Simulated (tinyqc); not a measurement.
UKS/PBE0 in the sto-6g basis, for H2O+, spin multiplicity 2, step by step. One step of it, computed by the program tinyqc.

Problem. Iteration 2: building the Kohn-Sham matrix. J_ij = sum D_kl (ij|kl) with D = D(alpha) + D(beta), K_ij = sum D_kl (ik|jl) for each spin; F = H + J - 0.25 K(s) + V_xc; E = tr D H + tr D J / 2 - 0.125 sum_s tr D(s) K(s) + E_xc + E_nn.

D(alpha) after iteration 1:
```
,1O 1s,1O 2s,1O 2px,1O 2py,1O 2pz,2H 1s,3H 1s
1O 1s,1.059275,-0.271628,0.000000,0.000000,0.007027,0.023950,0.023950
1O 2s,-0.271628,1.276434,0.000000,0.000000,-0.048506,-0.160105,-0.160105
1O 2px,0.000000,0.000000,1.000000,0.000000,0.000000,0.000000,0.000000
1O 2py,0.000000,0.000000,0.000000,0.779145,0.000000,0.022890,-0.022890
1O 2pz,0.007027,-0.048506,0.000000,0.000000,0.840173,0.052709,0.052709
2H 1s,0.023950,-0.160105,0.000000,0.022890,0.052709,0.222893,-0.050376
3H 1s,0.023950,-0.160105,0.000000,-0.022890,0.052709,-0.050376,0.222893
```

D(beta) after iteration 1:
```
,1O 1s,1O 2s,1O 2px,1O 2py,1O 2pz,2H 1s,3H 1s
1O 1s,1.058559,-0.267296,0.000000,0.000000,0.009171,0.021582,0.021582
1O 2s,-0.267296,1.252528,0.000000,0.000000,-0.056917,-0.150181,-0.150181
1O 2px,0.000000,0.000000,0.000000,0.000000,0.000000,0.000000,0.000000
1O 2py,0.000000,0.000000,0.000000,0.771510,0.000000,0.022771,-0.022771
1O 2pz,0.009171,-0.056917,0.000000,0.000000,0.842780,0.051085,0.051085
2H 1s,0.021582,-0.150181,0.000000,0.022771,0.051085,0.229047,-0.055366
3H 1s,0.021582,-0.150181,0.000000,-0.022771,0.051085,-0.055366,0.229047
```

core Hamiltonian H = T + V (hartree):
```
,1O 1s,1O 2s,1O 2px,1O 2py,1O 2pz,2H 1s,3H 1s
1O 1s,-33.124628,-7.323179,0.000000,0.000000,-0.023825,-2.077569,-2.077569
1O 2s,-7.323179,-9.326678,0.000000,0.000000,-0.256908,-4.209458,-4.209458
1O 2px,0.000000,0.000000,-7.539242,0.000000,0.000000,0.000000,0.000000
1O 2py,0.000000,0.000000,0.000000,-7.719966,0.000000,-2.173387,2.173387
1O 2pz,-0.023825,-0.256908,0.000000,0.000000,-7.653576,-1.821926,-1.821926
2H 1s,-2.077569,-4.209458,0.000000,-2.173387,-1.821926,-5.393621,-1.999838
3H 1s,-2.077569,-4.209458,0.000000,2.173387,-1.821926,-1.999838,-5.393621
```

Two-electron integrals (ij|kl) in chemists' order, unique and non-zero (hartree):
```
i,j,k,l,(ij|kl)
1,1,1,1,4.787491
2,1,1,1,0.675884
2,1,2,1,0.121505
2,2,1,1,1.117379
2,2,2,1,0.249212
2,2,2,2,0.817383
3,1,3,1,0.025762
3,2,3,1,0.039145
3,2,3,2,0.180664
3,3,1,1,1.117381
3,3,2,1,0.249212
3,3,2,2,0.817382
3,3,3,3,0.880663
4,1,4,1,0.025762
4,2,4,1,0.039145
4,2,4,2,0.180664
4,3,4,3,0.047461
4,4,1,1,1.117381
4,4,2,1,0.249212
4,4,2,2,0.817382
4,4,3,3,0.785741
4,4,4,4,0.880663
5,1,5,1,0.025762
5,2,5,1,0.039145
5,2,5,2,0.180664
5,3,5,3,0.047461
5,4,5,4,0.047461
5,5,1,1,1.117381
5,5,2,1,0.249212
5,5,2,2,0.817382
5,5,3,3,0.785741
5,5,4,4,0.785741
5,5,5,5,0.880663
6,1,1,1,0.203615
6,1,2,1,0.035053
6,1,2,2,0.070216
6,1,3,3,0.070061
6,1,4,1,0.001333
6,1,4,2,0.002591
6,1,4,4,0.070346
6,1,5,1,0.001060
6,1,5,2,0.002061
6,1,5,4,0.000226
6,1,5,5,0.070241
6,1,6,1,0.010309
6,2,1,1,0.454482
6,2,2,1,0.102584
6,2,2,2,0.367596
6,2,3,3,0.361823
6,2,4,1,0.006344
6,2,4,2,0.044962
6,2,4,4,0.372431
6,2,5,1,0.005046
6,2,5,2,0.035762
6,2,5,4,0.008438
6,2,5,5,0.368534
6,2,6,1,0.029680
6,2,6,2,0.198280
6,3,3,1,0.011907
6,3,3,2,0.065265
6,3,4,3,0.009473
6,3,5,3,0.007535
6,3,6,3,0.029502
6,4,1,1,0.241720
6,4,2,1,0.055378
6,4,2,2,0.211629
6,4,3,3,0.201874
6,4,4,1,0.015004
6,4,4,2,0.090320
6,4,4,4,0.227140
6,4,5,1,0.002463
6,4,5,2,0.019928
6,4,5,4,0.012561
6,4,5,5,0.205872
6,4,6,1,0.016837
6,4,6,2,0.138865
6,4,6,4,0.125970
6,5,1,1,0.192262
6,5,2,1,0.044047
6,5,2,2,0.168327
6,5,3,3,0.160568
6,5,4,1,0.002463
6,5,4,2,0.019928
6,5,4,4,0.165595
6,5,5,1,0.013866
6,5,5,2,0.081116
6,5,5,4,0.013471
6,5,5,5,0.178818
6,5,6,1,0.013392
6,5,6,2,0.110452
6,5,6,4,0.076730
6,5,6,5,0.090532
6,6,1,1,0.566930
6,6,2,1,0.130291
6,6,2,2,0.529115
6,6,3,3,0.507743
6,6,4,1,0.011348
6,6,4,2,0.106373
6,6,4,4,0.547014
6,6,5,1,0.009026
6,6,5,2,0.084608
6,6,5,4,0.031236
6,6,5,5,0.532587
6,6,6,1,0.038182
6,6,6,2,0.346388
6,6,6,4,0.277740
6,6,6,5,0.220911
6,6,6,6,0.774999
7,1,1,1,0.203615
7,1,2,1,0.035053
7,1,2,2,0.070216
7,1,3,3,0.070061
7,1,4,1,-0.001333
7,1,4,2,-0.002591
7,1,4,4,0.070346
7,1,5,1,0.001060
7,1,5,2,0.002061
7,1,5,4,-0.000226
7,1,5,5,0.070241
7,1,6,1,0.010159
7,1,6,2,0.028725
7,1,6,4,0.014691
7,1,6,5,0.012945
7,1,6,6,0.036359
7,1,7,1,0.010309
7,2,1,1,0.454482
7,2,2,1,0.102584
7,2,2,2,0.367596
7,2,3,3,0.361823
7,2,4,1,-0.006344
7,2,4,2,-0.044962
7,2,4,4,0.372431
7,2,5,1,0.005046
7,2,5,2,0.035762
7,2,5,4,-0.008438
7,2,5,5,0.368534
7,2,6,1,0.028725
7,2,6,2,0.165256
7,2,6,4,0.078780
7,2,6,5,0.089537
7,2,6,6,0.242563
7,2,7,1,0.029680
7,2,7,2,0.198280
7,3,3,1,0.011907
7,3,3,2,0.065265
7,3,4,3,-0.009473
7,3,5,3,0.007535
7,3,6,3,0.023953
7,3,7,3,0.029502
7,4,1,1,-0.241720
7,4,2,1,-0.055378
7,4,2,2,-0.211629
7,4,3,3,-0.201874
7,4,4,1,0.015004
7,4,4,2,0.090320
7,4,4,4,-0.227140
7,4,5,1,-0.002463
7,4,5,2,-0.019928
7,4,5,4,0.012561
7,4,5,5,-0.205872
7,4,6,1,-0.014691
7,4,6,2,-0.078780
7,4,6,4,-0.013736
7,4,6,5,-0.041602
7,4,6,6,-0.099315
7,4,7,1,-0.016837
7,4,7,2,-0.138865
7,4,7,4,0.125970
7,5,1,1,0.192262
7,5,2,1,0.044047
7,5,2,2,0.168327
7,5,3,3,0.160568
7,5,4,1,-0.002463
7,5,4,2,-0.019928
7,5,4,4,0.165595
7,5,5,1,0.013866
7,5,5,2,0.081116
7,5,5,4,-0.013471
7,5,5,5,0.178818
7,5,6,1,0.012945
7,5,6,2,0.089537
7,5,6,4,0.041602
7,5,6,5,0.071778
7,5,6,6,0.144987
7,5,7,1,0.013392
7,5,7,2,0.110452
7,5,7,4,-0.076730
7,5,7,5,0.090532
7,6,1,1,0.200676
7,6,2,1,0.045702
7,6,2,2,0.175952
7,6,3,3,0.172047
7,6,4,4,0.175375
7,6,5,1,0.003633
7,6,5,2,0.029857
7,6,5,5,0.180435
7,6,6,1,0.013092
7,6,6,2,0.093808
7,6,6,4,0.056216
7,6,6,5,0.058761
7,6,6,6,0.166582
7,6,7,1,0.013092
7,6,7,2,0.093808
7,6,7,4,-0.056216
7,6,7,5,0.058761
7,6,7,6,0.052694
7,7,1,1,0.566930
7,7,2,1,0.130291
7,7,2,2,0.529115
7,7,3,3,0.507743
7,7,4,1,-0.011348
7,7,4,2,-0.106373
7,7,4,4,0.547014
7,7,5,1,0.009026
7,7,5,2,0.084608
7,7,5,4,-0.031236
7,7,5,5,0.532587
7,7,6,1,0.036359
7,7,6,2,0.242563
7,7,6,4,0.099315
7,7,6,5,0.144987
7,7,6,6,0.370334
7,7,7,1,0.038182
7,7,7,2,0.346388
7,7,7,4,-0.277740
7,7,7,5,0.220911
7,7,7,6,0.166582
7,7,7,7,0.774999
```

nuclear repulsion = 9.92932901 hartree

V_xc(alpha) (hartree):
```
,1O 1s,1O 2s,1O 2px,1O 2py,1O 2pz,2H 1s,3H 1s
1O 1s,-2.346536,-0.283265,0.000000,0.000000,0.000136,-0.089162,-0.089162
1O 2s,-0.283265,-0.622083,0.000000,0.000000,0.000333,-0.264732,-0.264732
1O 2px,0.000000,0.000000,-0.626442,0.000000,0.000000,0.000000,0.000000
1O 2py,0.000000,0.000000,0.000000,-0.617586,0.000000,-0.148431,0.148431
1O 2pz,0.000136,0.000333,0.000000,0.000000,-0.621262,-0.119356,-0.119356
2H 1s,-0.089162,-0.264732,0.000000,-0.148431,-0.119356,-0.353533,-0.116258
3H 1s,-0.089162,-0.264732,0.000000,0.148431,-0.119356,-0.116258,-0.353533
```

V_xc(beta) (hartree):
```
,1O 1s,1O 2s,1O 2px,1O 2py,1O 2pz,2H 1s,3H 1s
1O 1s,-2.332232,-0.275369,0.000000,0.000000,0.000231,-0.087177,-0.087177
1O 2s,-0.275369,-0.575574,0.000000,0.000000,0.001180,-0.249802,-0.249802
1O 2px,0.000000,0.000000,-0.526092,0.000000,0.000000,0.000000,0.000000
1O 2py,0.000000,0.000000,0.000000,-0.597675,0.000000,-0.145164,0.145164
1O 2pz,0.000231,0.001180,0.000000,0.000000,-0.602108,-0.116612,-0.116612
2H 1s,-0.087177,-0.249802,0.000000,-0.145164,-0.116612,-0.347737,-0.111247
3H 1s,-0.087177,-0.249802,0.000000,0.145164,-0.116612,-0.111247,-0.347737
```

E_xc = sum of w rho eps_xc = -6.86447898 hartree

Give: Coulomb J; exchange K(alpha); exchange K(beta); F(alpha); F(beta); total energy of this density.

Solution.

Coulomb J (hartree):
```
,1O 1s,1O 2s,1O 2px,1O 2py,1O 2pz,2H 1s,3H 1s
1O 1s,17.0339,3.0013,0.0000,0.0000,0.0001,0.8729,0.8729
1O 2s,3.0013,7.7315,0.0000,0.0000,0.0266,3.4212,3.4212
1O 2px,0.0000,0.0000,7.6762,0.0000,0.0000,0.0000,0.0000
1O 2py,0.0000,0.0000,0.0000,7.7568,0.0000,1.9475,-1.9475
1O 2pz,0.0001,0.0266,0.0000,0.0000,7.7617,1.5628,1.5628
2H 1s,0.8729,3.4212,0.0000,1.9475,1.5628,4.8672,1.6222
3H 1s,0.8729,3.4212,0.0000,-1.9475,1.5628,1.6222,4.8672
```

exchange K(alpha) (hartree):
```
,1O 1s,1O 2s,1O 2px,1O 2py,1O 2pz,2H 1s,3H 1s
1O 1s,4.9276,0.7797,0.0000,0.0000,0.0022,0.2405,0.2405
1O 2s,0.7797,1.3677,0.0000,0.0000,-0.0205,0.5897,0.5897
1O 2px,0.0000,0.0000,1.1667,0.0000,0.0000,0.0000,0.0000
1O 2py,0.0000,0.0000,0.0000,1.0347,0.0000,0.2932,-0.2932
1O 2pz,0.0022,-0.0205,0.0000,0.0000,1.0824,0.2415,0.2415
2H 1s,0.2405,0.5897,0.0000,0.2932,0.2415,0.5099,0.2383
3H 1s,0.2405,0.5897,0.0000,-0.2932,0.2415,0.2383,0.5099
```

exchange K(beta) (hartree):
```
,1O 1s,1O 2s,1O 2px,1O 2py,1O 2pz,2H 1s,3H 1s
1O 1s,4.9008,0.7404,0.0000,0.0000,0.0020,0.2285,0.2285
1O 2s,0.7404,1.1828,0.0000,0.0000,-0.0254,0.5248,0.5248
1O 2px,0.0000,0.0000,0.2843,0.0000,0.0000,0.0000,0.0000
1O 2py,0.0000,0.0000,0.0000,0.9816,0.0000,0.2838,-0.2838
1O 2pz,0.0020,-0.0254,0.0000,0.0000,1.0352,0.2322,0.2322
2H 1s,0.2285,0.5248,0.0000,0.2838,0.2322,0.4843,0.2152
3H 1s,0.2285,0.5248,0.0000,-0.2838,0.2322,0.2152,0.4843
```

F(alpha) (hartree):
```
,1O 1s,1O 2s,1O 2px,1O 2py,1O 2pz,2H 1s,3H 1s
1O 1s,-19.6691,-4.8000,0.0000,0.0000,-0.0241,-1.3540,-1.3540
1O 2s,-4.8000,-2.5591,0.0000,0.0000,-0.2248,-1.2004,-1.2004
1O 2px,0.0000,0.0000,-0.7812,0.0000,0.0000,0.0000,0.0000
1O 2py,0.0000,0.0000,0.0000,-0.8394,0.0000,-0.4476,0.4476
1O 2pz,-0.0241,-0.2248,0.0000,0.0000,-0.7838,-0.4389,-0.4389
2H 1s,-1.3540,-1.2004,0.0000,-0.4476,-0.4389,-1.0075,-0.5534
3H 1s,-1.3540,-1.2004,0.0000,0.4476,-0.4389,-0.5534,-1.0075
```

F(beta) (hartree):
```
,1O 1s,1O 2s,1O 2px,1O 2py,1O 2pz,2H 1s,3H 1s
1O 1s,-19.6481,-4.7823,0.0000,0.0000,-0.0240,-1.3490,-1.3490
1O 2s,-4.7823,-2.4664,0.0000,0.0000,-0.2227,-1.1693,-1.1693
1O 2px,0.0000,0.0000,-0.4603,0.0000,0.0000,0.0000,0.0000
1O 2py,0.0000,0.0000,0.0000,-0.8062,0.0000,-0.4420,0.4420
1O 2pz,-0.0240,-0.2227,0.0000,0.0000,-0.7528,-0.4338,-0.4338
2H 1s,-1.3490,-1.1693,0.0000,-0.4420,-0.4338,-0.9953,-0.5426
3H 1s,-1.3490,-1.1693,0.0000,0.4420,-0.4338,-0.5426,-0.9953
```

total energy of this density = -74.968571 hartree

This density is a damped mixture and is not idempotent.
